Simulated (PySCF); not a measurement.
Ionisation energies (eV) were calculated with PySCF 2.14 by PBE, UHF, MP2 (valence), in another order, as differences of total energies without spin-orbit coupling. The measured values are between term centres (NIST).

```
                               species  measured       A       B       C
     O (aug-cc-pVDZ, non-relativistic)    13.608  12.057  13.095  14.049
    Ne (aug-cc-pVDZ-DK, spin-free X2C)    21.597  19.829  21.593  21.731
   Al+ (aug-cc-pVDZ-DK, spin-free X2C)    18.829  17.578  18.263  18.833
    Si (aug-cc-pVDZ-DK, spin-free X2C)     8.157   7.640   7.952   8.200
 S (aug-cc-pV(D+d)Z, non-relativistic)    10.336   9.230   9.776  10.415
    Ti (aug-cc-pVDZ-DK, spin-free X2C)     6.828   5.563   6.313   6.674
Pd (aug-cc-pVDZ-PP with ECP28MDF, ECP)     8.512   6.298   8.549   8.812
Ir (aug-cc-pVDZ-PP with ECP60MDF, ECP)     8.926   7.077   8.640   8.973
```

Which column is which method?

A is UHF (mean error -1.44 eV); B is MP2 (valence) (mean error -0.33 eV); C is PBE (mean error 0.11 eV). Hartree-Fock lacks the correlation of the electron removed and comes out lowest. Valence MP2 in a finite basis recovers only part of the missing correlation, so it stays below experiment on average. PBE, with gradient corrections, lies close to experiment on average, with errors of both signs.
